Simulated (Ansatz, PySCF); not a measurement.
methyl formate cation (C2H4O2), SMILES C(OC)=O (connectivity only; charge and spin as stated), charge +1, multiplicity 2. Atoms are numbered in the order given.

```xyz
8

C     -1.4943    -0.3178     0.0020
O     -0.0903    -0.8034     0.1366
C      0.9008    -0.0762    -0.1180
O      0.8706     1.1210    -0.5086
H     -1.6557    -0.0378    -1.0475
H     -2.1000    -1.1810     0.2922
H     -1.6269     0.5265     0.6916
H      1.9310    -0.4951     0.0012
```
Charge +1, spin multiplicity 2.

Geometry optimised at B3LYP-D3(BJ)/def2-SVP. The multiplicity is an assumed one; other spin states were not compared. The values are those of a single conformer.

Two levels are set side by side: PBE-D3(BJ)/def2-SVP (Ansatz, a quantum-chemistry and plane-wave program) and B3LYP-D3(BJ)/def2-SVP (Ansatz). Each level has its own optimised geometry; the coordinates shown are those of the second. Frequencies come from the Hessian of PySCF at each geometry. Differences are taken from unrounded values.

```json
[
 {"quantity": "mean bond length (Å)", "B3LYP-D3(BJ)": "1.202", "PBE-D3(BJ)": "1.207", "PBE-D3(BJ) minus B3LYP-D3(BJ)": "0.005"},
 {"quantity": "bond C1–O2 (Å)", "B3LYP-D3(BJ)": "1.492", "PBE-D3(BJ)": "1.463", "PBE-D3(BJ) minus B3LYP-D3(BJ)": "-0.029"},
 {"quantity": "bond O2–C3 (Å)", "B3LYP-D3(BJ)": "1.255", "PBE-D3(BJ)": "1.303", "PBE-D3(BJ) minus B3LYP-D3(BJ)": "0.048"},
 {"quantity": "bond C3–O4 (Å)", "B3LYP-D3(BJ)": "1.260", "PBE-D3(BJ)": "1.241", "PBE-D3(BJ) minus B3LYP-D3(BJ)": "-0.019"},
 {"quantity": "bond C1–H5 (Å)", "B3LYP-D3(BJ)": "1.098", "PBE-D3(BJ)": "1.107", "PBE-D3(BJ) minus B3LYP-D3(BJ)": "0.009"},
 {"quantity": "bond C1–H6 (Å)", "B3LYP-D3(BJ)": "1.094", "PBE-D3(BJ)": "1.111", "PBE-D3(BJ) minus B3LYP-D3(BJ)": "0.017"},
 {"quantity": "bond C1–H7 (Å)", "B3LYP-D3(BJ)": "1.098", "PBE-D3(BJ)": "1.107", "PBE-D3(BJ) minus B3LYP-D3(BJ)": "0.009"},
 {"quantity": "bond C3–H8 (Å)", "B3LYP-D3(BJ)": "1.119", "PBE-D3(BJ)": "1.121", "PBE-D3(BJ) minus B3LYP-D3(BJ)": "0.002"},
 {"quantity": "highest harmonic wavenumber (cm⁻¹)", "B3LYP-D3(BJ)": "3237", "PBE-D3(BJ)": "3123", "PBE-D3(BJ) minus B3LYP-D3(BJ)": "-113"},
 {"quantity": "mean harmonic wavenumber (cm⁻¹)", "B3LYP-D3(BJ)": "1454", "PBE-D3(BJ)": "1368", "PBE-D3(BJ) minus B3LYP-D3(BJ)": "-86"},
 {"quantity": "zero-point energy (kcal/mol)", "B3LYP-D3(BJ)": "37.41", "PBE-D3(BJ)": "35.21", "PBE-D3(BJ) minus B3LYP-D3(BJ)": "-2.20"}
]
```

GGA bonds tend to be longer and softer than those of functionals with exact exchange. Differences between two approximate levels are no errors against the true value.
